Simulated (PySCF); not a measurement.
**Constants of CF⁺, step by step**

State: ¹Σ⁺, singlet, closed shell. De refers to C⁺ + F. RHF-based CCSD(T) in PySCF 2.14 with C aug-cc-pVTZ, F aug-cc-pVTZ and C aug-cc-pVQZ, F aug-cc-pVQZ (frozen core orbitals: 2; no relativity). Correlation energies are extrapolated as n⁻³ (n = 3, 4), Hartree–Fock as (n+1)·exp(−9√n). CV is the change on freezing 0 orbitals instead, in C cc-pwCVTZ, F cc-pwCVTZ. SR is the spin-free X2C energy in C cc-pVTZ-DK, F cc-pVTZ-DK less the non-relativistic one in C cc-pVTZ, F cc-pVTZ.

```csv
Level,Re (Å),ωe (cm⁻¹),ωexe (cm⁻¹),αe (cm⁻¹),De (eV)
CCSD(T)/TZ,1.1628,1775.5,12.9,0.0183,7.709
CCSD(T)/QZ,1.1580,1784.8,12.8,0.0185,7.827
HF/CBS,1.1293,1977.1,12.4,0.0173,5.499
MP2/CBS,1.1526,1823.6,11.9,0.0179,8.295
CCSD/CBS,1.1495,1842.5,12.4,0.0180,7.620
CCSD(T)/CBS,1.1561,1791.4,12.9,0.0186,7.893
CCSD(T)/CBS+CV,1.1539,1799.2,13.0,0.0187,7.922
CCSD(T)/CBS+CV+SR,1.1539,1797.7,13.0,0.0187,7.918
```

Task: How much is left between CCSD(T)/QZ and the basis-set limit, and how much do the triples give at the limit?

Result: CCSD(T)/CBS less CCSD(T)/QZ: -1.9 mÅ in Re, +6.6 cm⁻¹ in ωe and +0.066 eV in De. CCSD(T)/CBS less CCSD/CBS: +6.6 mÅ in Re, -51.1 cm⁻¹ in ωe and +0.273 eV in De.

Task: What do the later terms add?

Result: CV: -2.2 mÅ in Re, +7.8 cm⁻¹ in ωe and +0.029 eV in De; SR: +0.0 mÅ in Re, -1.5 cm⁻¹ in ωe and -0.004 eV in De, each against the row above.

The T1 diagnostic is 0.021, large enough to doubt a single reference. The open-shell atoms are computed with UHF. Spin–orbit coupling, excitations beyond (T) and corrections to the Born–Oppenheimer picture are left out.

The whole job (state search and all basis sets along the bond) took about 7.4 min on 4 threads of Arm Neoverse V1 (shared host), peak memory 7.7 GiB.
